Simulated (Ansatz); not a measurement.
## How methods differ on B2 (SMILES B#B)

B2: 2 atoms, total charge 0, spin state triplet. As SMILES, `B#B`. Geometry: relaxed at GFN2-xTB.

```xyz
2

B     0.0000    0.0000    0.0000
B     0.0000    0.0000    1.4051
```

Each level gives the electronic atomisation energy (eV). The values are calculated. Electronic energies at fixed atoms, without zero-point motion or spin-orbit coupling.

```
           level                    kind  program  value (eV)  CPU time (all runs)
       UHF/3-21G            Hartree–Fock   Ansatz        1.75               0.33 s
  U-revPBE/3-21G                     GGA   Ansatz        2.50                7.6 s
  U-r2SCAN/3-21G                meta-GGA   Ansatz        2.78                 16 s
 U-r2SCAN0/3-21G         hybrid meta-GGA   Ansatz        2.59                 11 s
UCAM-B3LYP/3-21G  range-separated hybrid   Ansatz        2.09                  7 s
   UB2PLYP/3-21G           double hybrid   Ansatz        1.92                6.7 s
   RPA@PBE/3-21G                     RPA   Ansatz        0.89                 12 s
 UCCSDT(Q)/3-21G   coupled cluster or CI   Ansatz        1.75                  4 s
   UCCSDTQ/3-21G   coupled cluster or CI   Ansatz        1.74                 25 s
```

The values span 0.89 to 2.78 eV. Spin contamination of the reference (⟨S²⟩ at least 0.1 too high) touches UHF/3-21G, U-revPBE/3-21G, U-r2SCAN/3-21G, U-r2SCAN0/3-21G, UCAM-B3LYP/3-21G, UB2PLYP/3-21G, RPA@PBE/3-21G, UCCSDT(Q)/3-21G, UCCSDTQ/3-21G. All rows use very small basis sets, so none should be taken for the real molecule's value. In so small a basis fixed costs decide the times, and correlated methods can beat functionals. CPU times are rough (shared hosts, several kinds of processor and program).
